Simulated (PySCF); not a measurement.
# C6H12 (trans-2-hexene): the cost of one run

The runs use PySCF 2.14.0, with density-fitted response routines of our own; the level of theory stands in each step. All values are computed, except where a source is named. Atoms are numbered from 0 throughout.

### Step 1. The molecule as given

18 atoms, charge 0, multiplicity 1; geometry from: GFN2-xTB. The atoms were then displaced at random by about 0.01 Å, so the start is not that level's minimum.

Bonds of the start (Å): C0–C1 1.51, C1–C2 1.33, C2–C3 1.45, C3–C4 1.55, C4–C5 1.53, C0–H6 1.07, C0–H7 1.08, C0–H8 1.11, C1–H9 1.07, C2–H10 1.10, C3–H11 1.10, C3–H12 1.10, C4–H13 1.09, C4–H14 1.10, C5–H15 1.09, C5–H16 1.09, C5–H17 1.09.

### Step 2. Relaxing the molecule at PBE0-D3(BJ)/def2-SVP

The job: settings as JSON, then the geometry in Å.

```
{"job": {"xc": "PBE0", "basis": "def2-SVP", "d3": "d3bj", "grid": 1, "shake": 0.01, "kind": "geom"}, "charge": 0, "multiplicity": 1}
C      2.859500     0.388160    -0.054360
C      1.576720    -0.183510    -0.606280
C      0.524580    -0.554050     0.116610
C     -0.680370    -1.147920    -0.421360
C     -1.948780    -0.327830    -0.051840
C     -1.916180     1.067830    -0.678560
H      3.703040    -0.217930    -0.307660
H      2.799060     0.522950     1.017330
H      3.013670     1.400990    -0.478410
H      1.555260    -0.304310    -1.669780
H      0.560790    -0.429740     1.209950
H     -0.825560    -2.157280    -0.000940
H     -0.674680    -1.222780    -1.514360
H     -2.861330    -0.846860    -0.360220
H     -1.999130    -0.231490     1.045730
H     -2.793640     1.649460    -0.385880
H     -1.884360     0.994470    -1.763060
H     -1.036110     1.611810    -0.347400
```

Run with:

```bash
OMP_NUM_THREADS=1 python probes_run.py task.json out
```

The driver reads the jobs from task.json and runs them one after another.

Q: Estimate the wall time and peak memory of this first job on 1 thread of Intel Xeon Platinum 8488C, shared host.

About 39 s, with a peak of 0.63 GiB.
